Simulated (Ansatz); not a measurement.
## What a trial cell of Rb relaxes into

Theory: DFT PBEsol, scalar-relativistic, plane waves, PAW (Ansatz). Cutoff 420 eV, Γ-centred k mesh, Gaussian smearing, no spin polarisation in the final step.

The start puts Rb on the diamond structure type (Fd-3m, No. 227), at a guessed volume.

```xyz
2
Lattice="0.0000 4.6894 4.6894 4.6894 0.0000 4.6894 4.6894 4.6894 0.0000" Properties=species:S:1:pos:R:3 pbc="T T T"
Rb    4.6894    4.6894    4.6894
Rb    7.0341    7.0341    7.0341
```

Cell and atoms relax at zero pressure; the relaxation can't lower the symmetry of the start.

Energies count from the standard state of Rb at the same level.

Question: Which crystal results?

Answer: It keeps Fd-3m (No. 227). The result has the diamond structure. Conventional cell: a = 10.153 Å. Rb is coordinated by 4 Rb at 4.40 Å.

```xyz
2
Lattice="0.0000 5.0767 5.0767 5.0767 0.0000 5.0767 5.0767 5.0767 0.0000" Properties=species:S:1:pos:R:3 pbc="T T T"
Rb    0.0000    0.0000    0.0000
Rb    2.5384    2.5384    2.5384
```

Question: What are its volume, energy, density and gap?

Answer: The volume per atom is 130.84 Å³ and the density is 1.08 g/cm³. The energy over the standard structure is 0.28 eV/atom and the gap on the 10×10×10 mesh is 0 eV (a metal).

The final run used a 10×10×10 mesh on its 2-atom cell and 0.10 eV smearing. For metals, differences of a few meV/atom aren't resolved. A structure relaxed within its symmetry needn't be a true minimum. The steps took about 50 core-seconds in all.